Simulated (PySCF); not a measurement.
**Unknown compound**

An unknown has the formula C3H8O. Its calculated NMR data are:

$^{1}$H NMR (600 MHz, computed): δ 3.78 (t, 2H), 1.51 (m, 2H), 0.92 (t, 3H), -0.01 (br s, 1H).

$^{13}$C{$^{1}$H} NMR (computed): δ 70.8 (CH2), 32.7 (CH2), 11.5 (CH3).

Computational details: GFN2-xTB geometry, σ from GIAO-PBE0/pcSseg-1, in PySCF 2.14.0 with density-fitted response routines (equivalent nuclei averaged, no solvent model, non-relativistic, one computed conformer).

Scale: TMS for $^{1}$H (σ = 31.72 ppm) and $^{13}$C (σ = 186.93 ppm) (reference shieldings calculated alike).

Q: Propose a structure and justify it.

A: 
Rings plus π bonds: 0. 3 carbon signals for 3 carbons: no two carbons are equivalent. Carbon types of the structure: 2 × CH2, 1 × CH3, leaving 1 H on heteroatoms. δC 70.8: sp3 CH2 bonded to O; pulled downfield by the heteroatom. δC 32.7: sp3 CH2; a saturated carbon with 2 carbon neighbours and no heteroatom attached. δC 11.5: methyl carbon; a saturated carbon with 1 carbon neighbour and no heteroatom attached. δH 3.78: hydrogen on an sp3 CH2 bonded to O; its carbon carries O, hence the downfield position. δH 1.51: hydrogen on an sp3 CH2. δH 0.92: hydrogen on a methyl carbon; far from electronegative atoms and π systems. δH -0.01: hydrogen on an alcohol oxygen; exchangeable, gas-phase position.

Structure: `C(C)CO`.

Exchangeable OH/NH protons stand at their gas-phase positions; hydrogen bonding in a real sample shifts them, mostly to higher δ. Shifts are as computed. Against solution values, carbons near 30 ppm lie about +3 ppm off and those near 130 ppm about +5 ppm. Of 246 compounds with measured shifts, 49 miss one by over three times the rms of a fit or turn the order of signals round; such compounds aren't used in these exercises. No couplings were computed; multiplicities are counted from neighbouring protons, with m where these are inequivalent, close in shift, in a saturated or five-membered ring or joined by F or P, and br s for small geminal =CH2 splittings.
